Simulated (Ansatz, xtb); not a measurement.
Bonds broken one at a time in the series allenyl-X. Gas-phase values, no solvent. One relaxed conformer stands for each flexible species; it need not be the lowest. Strings in code marks are SMILES.

Quantity: homolytic bond dissociation enthalpy at 298 K (no spin–orbit term), in kJ/mol. Thermal and zero-point terms are GFN2-xTB rigid-rotor harmonic values (xtb).

Case: C–S bond of `C=C=CSC`, giving `C[S]` and `[CH]=C=C`. Geometry of `C=C=CSC` (neutral, multiplicity 1, Å):

```xyz
11

C     -1.9150    -0.5039     0.4850
C     -1.0655     0.4602     0.2752
C     -0.2118     1.4205     0.0641
S      1.4888     1.2534    -0.3724
C      1.6613    -0.5443    -0.4277
H     -2.0617    -0.9288     1.4732
H     -2.5202    -0.9143    -0.3175
H     -0.5151     2.4582     0.1497
H      2.6968    -0.7467    -0.6957
H      0.9991    -0.9719    -1.1790
H      1.4433    -0.9823     0.5451
```

Task: Predict the homolytic bond dissociation enthalpy at 298 K (no spin–orbit term) from frozen-core CCSD(T)/def2-TZVPP // B3LYP-D3(BJ)/def2-TZVP (Ansatz, an electronic-structure program).

Result: 268.6 kJ/mol.
